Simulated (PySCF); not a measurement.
**C5H10N: g tensor and hyperfine couplings**

C5H10N (doublet state).
Cartesian coordinates in Å at the GFN2-xTB level; atoms count from 1:
```xyz
16
C5H10N angstrom
C      1.4005   -1.3481    0.6101
C      0.8705   -0.1639    0.1183
C      1.7200    0.7773   -0.4356
N     -0.4958    0.0810    0.2727
C     -1.4350   -0.9582   -0.0839
C     -0.9966    1.3999   -0.0264
H      2.4481   -1.5521    0.4999
H      0.8078   -2.0799    1.1241
H      2.7786    0.5998   -0.4356
H      1.3833    1.7028   -0.8591
H     -1.7625   -0.8631   -1.1294
H     -0.9901   -1.9399    0.0439
H     -2.3162   -0.8876    0.5579
H     -0.3813    2.1476    0.4713
H     -1.0270    1.6180   -1.1040
H     -2.0120    1.4752    0.3643
```

The hyperfine couplings belong to this conformer and change with its torsions.

The species is `C([CH2])(=C)N(C)C` [radical].

Level of theory: PySCF 2.14.0, UKS B3LYP, pcH-1 on C H N, non-relativistic, mean-field spin-orbit, GIAO. The structure is a single GFN2-xTB conformer in the gas phase; no vibrational or solvent corrections. Couplings are sensitive to structure, and on GFN2-xTB geometries they can be far from those on DFT ones. No stability test was run, so a lower SCF solution isn't excluded. ⟨S²⟩ is 0.777 where a pure state has 0.75.

```
g1, g2, g3                      : 2.00219, 2.00279, 2.00284
g_iso                           : 2.00261
Form of g                       : close to axial: the two nearest values differ by 7 % of g3 − g1
⟨S²⟩                            : 0.7770 (exact 0.7500)
HOMO–LUMO gap, α and β orbitals : 6.39, 3.43 eV
Total energy                    : -251.24880 Eh
```

Hyperfine couplings atom by atom, in MHz; T1 to T3 are the principal values of the dipolar part; ρ(0) is the spin density at the nucleus:

```
atom  isotope  a_iso     T1     T2     T3  Mulliken spin population  ρ(0) (bohr⁻³)
  C1      13C   58.1  -56.7  -55.0  111.7                      0.74         0.0517
  C2      13C  -46.9  -25.1   10.6   14.5                     -0.23        -0.0417
  C3      13C   49.7  -47.8  -46.1   93.9                      0.62         0.0442
  N4      14N   -2.4   -3.0    1.3    1.7                     -0.01        -0.0075
  C5      13C   -5.0   -0.9   -0.3    1.2                      0.00        -0.0045
  C6      13C    1.4   -0.8    0.2    0.6                      0.00         0.0012
  H7       1H  -43.3  -24.0   -1.7   25.8                     -0.03        -0.0097
  H8       1H  -44.8  -27.9   -0.1   28.0                     -0.03        -0.0100
  H9       1H  -36.2  -19.1   -2.2   21.2                     -0.03        -0.0081
 H10       1H  -38.3  -23.7   -0.3   24.0                     -0.03        -0.0086
 H11       1H   -3.3   -1.2   -0.7    1.9                      0.00        -0.0007
 H12       1H    0.1   -3.1   -3.0    6.0                      0.00         0.0000
 H13       1H    0.5   -0.9   -0.7    1.6                      0.00         0.0001
 H14       1H    0.5   -2.4   -1.8    4.2                      0.00         0.0001
 H15       1H   -1.3   -1.6   -1.3    2.9                      0.00        -0.0003
 H16       1H   -1.5   -0.8   -0.7    1.5                      0.00        -0.0003
```

Largest spin populations (Mulliken): C1 (+0.74), C3 (+0.62) and C2 (-0.23). The positive populations add up to 1.37 and the negative ones to -0.37, together 2S = 1. The angles at C1 add up to 360.0°, so it is planar; its axial dipolar tensor and the negative couplings of its protons fit spin in a p orbital normal to that plane.

Axes: g3 points within 8° of the C3–H9 bond.

Under fast tumbling the dipolar parts average out, and these isotropic splittings remain: 1 × 1H (H8, I = 1/2, 2 lines) with 1.60 mT, 1 × 1H (H7, I = 1/2, 2 lines) with 1.55 mT, 1 × 1H (H10, I = 1/2, 2 lines) with 1.37 mT, 1 × 1H (H9, I = 1/2, 2 lines) with 1.29 mT, 1 × 14N (N4, I = 1, 3 lines) with 0.09 mT and 6 × 1H (H11 (×6), I = 1/2, 7 lines) with 0.03 mT.

Means are taken over nuclei equivalent by connectivity, which assumes that they swap fast. H7 and H8 aren't averaged: C1 is flat or nearly so (angle sum 360°), and its turn about the short C1–C2 bond (1.39 Å) is taken as slow.

The 13C coupling of C1 (58.1 MHz) shows only in satellite lines or after enrichment, since that isotope makes up about 1.07 % of natural carbon.

The spin density at the nucleus, in bohr⁻³, is negative for C2 (-0.0417), H8 (-0.0100) and H7 (-0.0097), for instance. A restricted open-shell determinant has no negative spin density anywhere; here it arises because α and β orbitals differ (spin polarisation).

Time: 44 s (with the writing of density and orbital grids); peak memory 0.96 GiB. Hardware: Arm Neoverse V1, one thread, no GPU, shared host with 64 logical CPUs at a one-minute load of 17.
